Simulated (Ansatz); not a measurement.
The input, for Ansatz 0.2.0:

```yaml
crystal:
  periodic: [false, false, false]
  atoms:
    - {symbol: B, position_ang: [0.000000, 0.000000, -0.363948]}
    - {symbol: C, position_ang: [0.000000, 0.000000, -1.828105]}
    - {symbol: H, position_ang: [0.000000, 0.000000, 2.192052]}
basis:
  gaussian: {orbitals: 6-31G}
correlation: {method: fic_mrcisd_q, electrons: outside_noble_gas, active_space: {window: {electrons: 8, orbitals: 9}, shells: [{species: B, l: s, shell: 2}, {species: B, l: p, shell: 2}, {species: C, l: s, shell: 2}, {species: C, l: p, shell: 2}, {species: H, l: s, shell: 1}]}}
```

```sh
$ ansatz run in.yaml --threads 1 --pin off --events-out ev --progress --plain --max-ram 2393MiB
```

Output:

```
447 factors; integrals over basis functions are off by at most 8.7e-8 eV
mean field evaluation 1: about -1703.3798 eV, gradient 1.3e1 eV
mean field evaluation 2: about -1703.3816 eV, gradient 1.3e1 eV
mean field evaluation 4: about -1704.8644 eV, gradient 2.8e0 eV
mean field evaluation 8: about -1705.0283 eV, gradient 1.6e-1 eV
mean field evaluation 16: about -1698.6119 eV, gradient 5.7e0 eV
mean field evaluation 32: about -1696.8118 eV, gradient 5.4e-5 eV
mean field evaluation 64: about -1699.1363 eV, gradient 1.8e0 eV
mean field evaluation 96: about -1701.7115 eV, gradient 8.3e0 eV
mean field -1705.02855114 eV, -62.6586435446 hartree, gradient 6.1e-6 eV, S^2 0.000000; 12 other end points of the search recorded, 0 dependent functions left out; unrestricted orbitals would lower it
reference -1705.02855114 eV, -62.6586435446 hartree; 6, 6 occupied and 14, 14 virtual orbitals, 447 factors
state -1710.70654552 eV, -62.8673059891 hartree
contracted CI cycle   1: correlation 0.00000000 eV, 0.0000000000 hartree, residual 6.57e0 eV
contracted CI cycle   2: correlation -0.81678544 eV, -0.0300163113 hartree, residual 1.36e0 eV
contracted CI cycle   3: correlation -0.84723106 eV, -0.0311351671 hartree, residual 3.27e-1 eV
contracted CI cycle   4: correlation -0.84885347 eV, -0.0311947898 hartree, residual 8.98e-2 eV
contracted CI cycle   5: correlation -0.84897778 eV, -0.0311993581 hartree, residual 2.05e-2 eV
contracted CI cycle   6: correlation -0.84898503 eV, -0.0311996245 hartree, residual 4.67e-3 eV
contracted CI cycle   7: correlation -0.84898541 eV, -0.0311996382 hartree, residual 1.14e-3 eV
state -1710.70654552 eV, -62.8673059891 hartree; corrected -1711.57113633 eV, -62.8990791154 hartree
Total energy: -1711.57113633 eV, -62.8990791154 hartree
Checks for a lower state left out: starts, orbital_swaps
```

Natural occupations: 1.9749 1.8636 1.6614 1.0036 0.9616 0.3230 0.1383 0.0576 0.0161.

For the same geometry and basis full CI lies 5.3 meV lower.

Ran on 1 thread of Arm Neoverse V2, shared host: 3.5 s wall, 0.31 GiB peak host memory.
